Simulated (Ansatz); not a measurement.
Results of PBEsol (plane waves, PAW; Ansatz, a program for electronic structure) for bcc Ba.

Run with plane-wave cutoff 520 eV, 18×18×18 k mesh, Fermi–Dirac smearing 0.035 eV (set by the program), scalar-relativistic PAW data made under PBE.

The cell has the measured lattice: a = 5.0250 Å, b = 5.0250 Å, c = 5.0250 Å, α = 90.00°, β = 90.00°, γ = 90.00°.

Question: Give the computed Young modulus, elastic constant C44, elastic constant C11, elastic constant C12 and Voigt–Reuss–Hill shear modulus (Hill average).

Answer: 
- Young modulus: 13.1 GPa
- elastic constant C44: 10.1 GPa
- elastic constant C11: 10.0 GPa
- elastic constant C12: 5.80 GPa
- Voigt–Reuss–Hill shear modulus (Hill average): 5.47 GPa

Note: the cell isn't this level's own, so it is under some stress, which shifts stiffness and frequencies.

Elastic constants are with the ions relaxed.

Spin–orbit coupling is not included.

Static lattice: no zero-point or thermal effects.
